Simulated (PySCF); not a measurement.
Cyanoallene, C₄H₃N.
Numbering: `[CH2:1]=[C:2]=[CH:3][C:4]#[N:5]` (hydrogens: H6, H7 on C1; H8 on C3)

Computed with PySCF at PBE0/pcSseg-1 and B3LYP/def2-SVPD, non-relativistic, on one gas-phase PBE0-D3(BJ)/def2-SVP geometry that isn't relaxed in the solvent. The solvent is an IEF-PCM continuum (cavity from Bondi-type radii × 1.2). Only the electrostatic response of the medium enters.

Gas phase at PBE0/pcSseg-1: HOMO -8.23 eV, LUMO -1.48 eV, dipole 4.43 D.

Q: What does the continuum do to the energy, the frontier levels and the dipole at PBE0/pcSseg-1 in chloroform?

A: 
```csv
solvent,ε,E(solvent) − E(gas) (kJ/mol),polarisation term (kJ/mol),distortion of the solute (kJ/mol),HOMO (eV),LUMO (eV),dipole (D)
chloroform,4.711,-19.62,-23.10,3.48,-8.16,-1.35,5.45
```

The polarisation term is half the interaction of the solute with the surface charges that it induces; the rest is the cost of distorting the solute's density. The sum is the electrostatic part of solvation alone.

Q: Which radius a makes the point-dipole formula ΔE = −[(ε − 1)/(2ε + 1)]·μ²/a³ give the value in chloroform, with the gas-phase dipole?

A: μ = 1.742 au and |ΔE| = 0.00747 Eh give a = 2.78 Å; the farthest nucleus lies 3.01 Å from the centroid of the nuclei, so such a sphere wouldn't even hold the nuclei. The formula assumes a rigid point dipole at the centre of a sphere.

Q: Which Mulliken charges (PBE0/pcSseg-1) respond most in chloroform (means over atoms taken as equivalent)?

A: 
| atoms | environment | gas (e) | solvent (e) | change |
| --- | --- | --- | --- | --- |
| N5 | nitrile nitrogen | -0.249 | -0.311 | -0.062 |
| H8 | hydrogen on carbon | +0.188 | +0.207 | +0.019 |
| C4 | nitrile carbon | +0.126 | +0.143 | +0.017 |
| H6/H7 | hydrogen on carbon | +0.176 | +0.192 | +0.016 |
| C2 | central carbon of cumulated double bonds | -0.042 | -0.056 | -0.014 |
| C1 | outer carbon of cumulated double bonds | -0.139 | -0.132 | +0.007 |
| C3 | outer carbon of cumulated double bonds | -0.236 | -0.235 | +0.001 |

Gas phase at B3LYP/def2-SVPD: HOMO -8.02 eV, LUMO -1.72 eV, dipole 4.46 D.

Q: What does the continuum do to the energy, the frontier levels and the dipole at B3LYP/def2-SVPD in chloroform?

A: 
```tsv
solvent	ε	E(solvent) − E(gas) (kJ/mol)	polarisation term (kJ/mol)	distortion of the solute (kJ/mol)	HOMO (eV)	LUMO (eV)	dipole (D)
chloroform	4.711	-19.73	-23.51	3.78	-7.93	-1.58	5.54
```

Q: How does the static polarisability (B3LYP/def2-SVPD, frozen core, with the continuum's full static response) change?

A: 
| medium | isotropic (au) | principal values (au) | ⟨r²⟩ of the electrons (bohr²) |
| --- | --- | --- | --- |
| gas | 56.3 | 35.3, 43.3, 90.2 | 474.1 |
| chloroform | 70.0 | 42.2, 52.9, 115.1 | 474.2 |

The isotropic value in chloroform is 1.24 times the gas-phase one; no cavity-field correction is applied. ⟨r²⟩ is taken about the centre of nuclear charge.

Cost: about 11 s of CPU time on one thread; the machine was shared, so the figure is rough. This is the whole shielding run at PBE0/pcSseg-1 in chloroform, SCF included.
